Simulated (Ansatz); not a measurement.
SiH₅ClO, singlet: a trajectory.

in.yaml

```yaml
crystal:
  periodic: [false, false, false]
  atoms:
    - {symbol: Si, position_ang: [-0.417146, -0.380141, -0.133802]}
    - {symbol: H, position_ang: [1.202345, -0.932707, -0.296889]}
    - {symbol: H, position_ang: [-0.675955, -1.350686, -1.227266]}
    - {symbol: H, position_ang: [-0.902181, -0.936179, 1.137141]}
    - {symbol: O, position_ang: [-0.918008, 1.000618, -0.815282]}
    - {symbol: H, position_ang: [1.343926, -0.273198, 0.280650]}
    - {symbol: Cl, position_ang: [1.050738, 1.085390, 1.364934]}
    - {symbol: H, position_ang: [-0.683818, 1.786902, -0.309487]}
basis:
  gaussian: {orbitals: def2-SVP}
hamiltonian: {xc: pbe0, dispersion: d4}
md: {n_steps: 60, timestep: 0.25, temperature: 100, ensemble: nvt_langevin, seed: 505, friction: 0.002, initial_velocities: maxwell_boltzmann}
```

Run by:

```bash
ansatz run in.yaml --threads 2 --pin off --events-out ev --progress --plain --max-ram 4352MiB
```

Output of Ansatz 0.2.0:

```
Functional definition: PBE0
  name "PBE0"
  cite "Adamo & Barone, J. Chem. Phys. 110, 6158 (1999) doi:10.1063/1.478522"
  cite "Perdew, Burke & Ernzerhof, Phys. Rev. Lett. 77, 3865 (1996) doi:10.1103/PhysRevLett.77.3865"
  parent pbe
  parameter a = 0.25
  parameter kappa = 0.804
  parameter beta = 0.06672455060314922
  exchange = (1 - a)*pbe_x(kappa = kappa, mu = beta*pi^2/3) + a*exact_x
  correlation = pbe_c(beta = beta)
759 factors; integrals over basis functions are off by at most 3.5e-4 eV
mean field evaluation 1: about -22506.9806 eV, gradient 4.5e1 eV
mean field evaluation 2: about -22499.7497 eV, gradient 7.6e1 eV
mean field evaluation 4: about -22510.4610 eV, gradient 2.2e0 eV
mean field evaluation 8: about -22510.4708 eV, gradient 8.2e-2 eV
mean field -22510.47086116 eV, -827.2445460024 hartree, gradient 1.5e-5 eV, S^2 0.000000; 0 other end points of the search recorded, 0 dependent functions left out
the calculation of the forces begins
reference -22510.47088253 eV, -827.2445467880 hartree; 22, 22 occupied and 53, 53 virtual orbitals, 759 factors
md step     0: t =     0.00 fs  T =    87.5 K  F+E_penalty+E_count = -22510.59212761 eV  E_kin = 0.090482 eV  (24 SCF iters)
md step     1: t =     0.25 fs  T =    89.6 K  F+E_penalty+E_count = -22510.59172927 eV  E_kin = 0.092617 eV  (22 SCF iters)
md step     2: t =     0.50 fs  T =    89.2 K  F+E_penalty+E_count = -22510.59012400 eV  E_kin = 0.092248 eV  (22 SCF iters)
md step     3: t =     0.75 fs  T =    87.2 K  F+E_penalty+E_count = -22510.58746255 eV  E_kin = 0.090149 eV  (22 SCF iters)
md step     4: t =     1.00 fs  T =    84.2 K  F+E_penalty+E_count = -22510.58398069 eV  E_kin = 0.087112 eV  (22 SCF iters)
md step     5: t =     1.25 fs  T =    81.2 K  F+E_penalty+E_count = -22510.57997826 eV  E_kin = 0.083957 eV  (22 SCF iters)
md step     6: t =     1.50 fs  T =    78.5 K  F+E_penalty+E_count = -22510.57583180 eV  E_kin = 0.081197 eV  (22 SCF iters)
md step     7: t =     1.75 fs  T =    74.0 K  F+E_penalty+E_count = -22510.57188475 eV  E_kin = 0.076555 eV  (22 SCF iters)
md step     8: t =     2.00 fs  T =    70.9 K  F+E_penalty+E_count = -22510.56838099 eV  E_kin = 0.073287 eV  (22 SCF iters)
md step     9: t =     2.25 fs  T =    67.8 K  F+E_penalty+E_count = -22510.56554975 eV  E_kin = 0.070119 eV  (22 SCF iters)
md step    10: t =     2.50 fs  T =    65.6 K  F+E_penalty+E_count = -22510.56354884 eV  E_kin = 0.067819 eV  (22 SCF iters)
md step    11: t =     2.75 fs  T =    65.0 K  F+E_penalty+E_count = -22510.56232001 eV  E_kin = 0.067181 eV  (22 SCF iters)
md step    12: t =     3.00 fs  T =    65.5 K  F+E_penalty+E_count = -22510.56172725 eV  E_kin = 0.067701 eV  (22 SCF iters)
md step    13: t =     3.25 fs  T =    65.6 K  F+E_penalty+E_count = -22510.56169278 eV  E_kin = 0.067873 eV  (22 SCF iters)
md step    14: t =     3.50 fs  T =    63.6 K  F+E_penalty+E_count = -22510.56209858 eV  E_kin = 0.065780 eV  (22 SCF iters)
md step    15: t =     3.75 fs  T =    66.0 K  F+E_penalty+E_count = -22510.56278469 eV  E_kin = 0.068216 eV  (22 SCF iters)
md step    16: t =     4.00 fs  T =    65.0 K  F+E_penalty+E_count = -22510.56363630 eV  E_kin = 0.067211 eV  (22 SCF iters)
md step    17: t =     4.25 fs  T =    65.7 K  F+E_penalty+E_count = -22510.56478407 eV  E_kin = 0.067945 eV  (22 SCF iters)
md step    18: t =     4.50 fs  T =    67.6 K  F+E_penalty+E_count = -22510.56627123 eV  E_kin = 0.069900 eV  (22 SCF iters)
md step    19: t =     4.75 fs  T =    69.5 K  F+E_penalty+E_count = -22510.56806879 eV  E_kin = 0.071849 eV  (22 SCF iters)
md step    20: t =     5.00 fs  T =    70.2 K  F+E_penalty+E_count = -22510.57017207 eV  E_kin = 0.072639 eV  (21 SCF iters)
md step    21: t =     5.25 fs  T =    73.1 K  F+E_penalty+E_count = -22510.57250240 eV  E_kin = 0.075593 eV  (25 SCF iters)
md step    22: t =     5.50 fs  T =    76.2 K  F+E_penalty+E_count = -22510.57510378 eV  E_kin = 0.078792 eV  (22 SCF iters)
md step    23: t =     5.75 fs  T =    77.9 K  F+E_penalty+E_count = -22510.57799725 eV  E_kin = 0.080584 eV  (22 SCF iters)
md step    24: t =     6.00 fs  T =    81.0 K  F+E_penalty+E_count = -22510.58124620 eV  E_kin = 0.083763 eV  (22 SCF iters)
md step    25: t =     6.25 fs  T =    86.3 K  F+E_penalty+E_count = -22510.58495970 eV  E_kin = 0.089219 eV  (22 SCF iters)
md step    26: t =     6.50 fs  T =    90.0 K  F+E_penalty+E_count = -22510.58910808 eV  E_kin = 0.093087 eV  (22 SCF iters)
md step    27: t =     6.75 fs  T =    96.6 K  F+E_penalty+E_count = -22510.59353453 eV  E_kin = 0.099932 eV  (22 SCF iters)
md step    28: t =     7.00 fs  T =   100.6 K  F+E_penalty+E_count = -22510.59811358 eV  E_kin = 0.103981 eV  (22 SCF iters)
md step    29: t =     7.25 fs  T =   103.2 K  F+E_penalty+E_count = -22510.60268520 eV  E_kin = 0.106706 eV  (22 SCF iters)
md step    30: t =     7.50 fs  T =   108.6 K  F+E_penalty+E_count = -22510.60700314 eV  E_kin = 0.112289 eV  (22 SCF iters)
md step    31: t =     7.75 fs  T =   111.6 K  F+E_penalty+E_count = -22510.61089140 eV  E_kin = 0.115443 eV  (22 SCF iters)
md step    32: t =     8.00 fs  T =   114.5 K  F+E_penalty+E_count = -22510.61412752 eV  E_kin = 0.118412 eV  (22 SCF iters)
md step    33: t =     8.25 fs  T =   115.7 K  F+E_penalty+E_count = -22510.61651162 eV  E_kin = 0.119647 eV  (22 SCF iters)
md step    34: t =     8.50 fs  T =   118.9 K  F+E_penalty+E_count = -22510.61806031 eV  E_kin = 0.122983 eV  (22 SCF iters)
md step    35: t =     8.75 fs  T =   118.1 K  F+E_penalty+E_count = -22510.61888597 eV  E_kin = 0.122107 eV  (22 SCF iters)
md step    36: t =     9.00 fs  T =   119.5 K  F+E_penalty+E_count = -22510.61920911 eV  E_kin = 0.123570 eV  (22 SCF iters)
md step    37: t =     9.25 fs  T =   119.9 K  F+E_penalty+E_count = -22510.61928736 eV  E_kin = 0.123974 eV  (22 SCF iters)
md step    38: t =     9.50 fs  T =   118.0 K  F+E_penalty+E_count = -22510.61941210 eV  E_kin = 0.121990 eV  (22 SCF iters)
md step    39: t =     9.75 fs  T =   119.3 K  F+E_penalty+E_count = -22510.62000536 eV  E_kin = 0.123359 eV  (22 SCF iters)
md step    40: t =    10.00 fs  T =   122.1 K  F+E_penalty+E_count = -22510.62158360 eV  E_kin = 0.126215 eV  (22 SCF iters)
md step    41: t =    10.25 fs  T =   123.7 K  F+E_penalty+E_count = -22510.62448618 eV  E_kin = 0.127865 eV  (22 SCF iters)
md step    42: t =    10.50 fs  T =   127.0 K  F+E_penalty+E_count = -22510.62886317 eV  E_kin = 0.131279 eV  (22 SCF iters)
md step    43: t =    10.75 fs  T =   132.4 K  F+E_penalty+E_count = -22510.63475459 eV  E_kin = 0.136959 eV  (22 SCF iters)
md step    44: t =    11.00 fs  T =   138.4 K  F+E_penalty+E_count = -22510.64212960 eV  E_kin = 0.143114 eV  (25 SCF iters)
md step    45: t =    11.25 fs  T =   148.1 K  F+E_penalty+E_count = -22510.65106490 eV  E_kin = 0.153175 eV  (22 SCF iters)
md step    46: t =    11.50 fs  T =   157.7 K  F+E_penalty+E_count = -22510.66142593 eV  E_kin = 0.163122 eV  (22 SCF iters)
md step    47: t =    11.75 fs  T =   165.9 K  F+E_penalty+E_count = -22510.67288690 eV  E_kin = 0.171517 eV  (22 SCF iters)
md step    48: t =    12.00 fs  T =   173.2 K  F+E_penalty+E_count = -22510.68515807 eV  E_kin = 0.179114 eV  (23 SCF iters)
md step    49: t =    12.25 fs  T =   185.8 K  F+E_penalty+E_count = -22510.69800192 eV  E_kin = 0.192145 eV  (22 SCF iters)
md step    50: t =    12.50 fs  T =   200.3 K  F+E_penalty+E_count = -22510.71136025 eV  E_kin = 0.207109 eV  (24 SCF iters)
md step    51: t =    12.75 fs  T =   213.9 K  F+E_penalty+E_count = -22510.72517293 eV  E_kin = 0.221176 eV  (24 SCF iters)
md step    52: t =    13.00 fs  T =   225.2 K  F+E_penalty+E_count = -22510.73938079 eV  E_kin = 0.232873 eV  (24 SCF iters)
md step    53: t =    13.25 fs  T =   236.7 K  F+E_penalty+E_count = -22510.75384352 eV  E_kin = 0.244723 eV  (24 SCF iters)
md step    54: t =    13.50 fs  T =   250.0 K  F+E_penalty+E_count = -22510.76866581 eV  E_kin = 0.258559 eV  (23 SCF iters)
md step    55: t =    13.75 fs  T =   263.3 K  F+E_penalty+E_count = -22510.78411736 eV  E_kin = 0.272316 eV  (23 SCF iters)
md step    56: t =    14.00 fs  T =   274.1 K  F+E_penalty+E_count = -22510.80018893 eV  E_kin = 0.283397 eV  (23 SCF iters)
md step    57: t =    14.25 fs  T =   292.2 K  F+E_penalty+E_count = -22510.81690060 eV  E_kin = 0.302190 eV  (23 SCF iters)
md step    58: t =    14.50 fs  T =   309.9 K  F+E_penalty+E_count = -22510.83414175 eV  E_kin = 0.320443 eV  (23 SCF iters)
md step    59: t =    14.75 fs  T =   327.3 K  F+E_penalty+E_count = -22510.85168179 eV  E_kin = 0.338452 eV  (23 SCF iters)
md step    60: t =    15.00 fs  T =   344.4 K  F+E_penalty+E_count = -22510.86931188 eV  E_kin = 0.356140 eV  (23 SCF iters)
Total energy: -22510.86933349 eV, -827.2591895905 hartree
Atom 0 at    -0.418278    -0.412557    -0.161919 Å, force    -0.802966    -0.789525    -1.540909 eV/Å
Atom 1 at     1.115475    -0.719579    -0.367789 Å, force    -0.280985    -0.251389    -0.217363 eV/Å
Atom 2 at    -0.858072    -1.384946    -1.200151 Å, force    -0.195724    -0.054516    -0.056212 eV/Å
Atom 3 at    -0.827564    -0.930537     1.158408 Å, force    -0.054337     0.089050     0.102825 eV/Å
Atom 4 at    -0.958554     1.030019    -0.805491 Å, force     0.524127     0.347280     1.177184 eV/Å
Atom 5 at     1.315221     0.048215     0.411270 Å, force     0.297398     0.583601     0.504867 eV/Å
Atom 6 at     1.075447     1.078152     1.374638 Å, force     0.742612     0.771602     0.715877 eV/Å
Atom 7 at    -0.734827     1.786087    -0.211756 Å, force    -0.230125    -0.696101    -0.686268 eV/Å
Dipole moment:     0.071854    -0.092732     0.071364 e Å

[the SCF lines of later steps are left out]
```

The run took about 32 s on 2 CPU threads of an AMD EPYC 9R45 (shared host).
